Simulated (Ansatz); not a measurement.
Ansatz (a quantum-chemistry and plane-wave program) input (PBE0/STO-3G):

Ansatz 0.2 input:
```yaml
crystal:
  periodic: [false, false, false]
  atoms:
    - {symbol: O, position_ang: [0.36963845, 0.69252623, -1.55316292]}
    - {symbol: C, position_ang: [0.12783134, 0.25596502, -0.54776687]}
    - {symbol: S, position_ang: [-0.19364496, -0.48553451, 0.89295304]}
    - {symbol: H, position_ang: [-0.62577635, 0.69255211, 1.42465592]}
basis:
  gaussian:
    orbitals: STO-3G
hamiltonian:
  xc: {name: PBE0}
total_charge: 1
```

End of the output:

```
integrals: 0.01 GiB planned
248 factors; integrals over basis functions are off by at most 2.8e-5 eV
mean field: 0.06 GiB planned
mean field evaluation 1: about -13756.8777 eV, gradient 3.3e1 eV
mean field evaluation 2: about -13739.3836 eV, gradient 9.3e1 eV
mean field evaluation 4: about -13760.1453 eV, gradient 2.4e0 eV
mean field evaluation 8: about -13760.1415 eV, gradient 3.4e-2 eV
mean field -13760.14154901 eV, -505.6758749672 hartree, gradient 6.6e-5 eV, S^2 0.000000; 0 other end points of the search recorded, 0 dependent functions left out
reference -13760.14155752 eV, -505.6758752800 hartree; 15, 15 occupied and 5, 5 virtual orbitals, 248 factors
Total energy: -13760.14155752 eV, -505.6758752800 hartree
```

It need not be the lowest isomer of its formula.
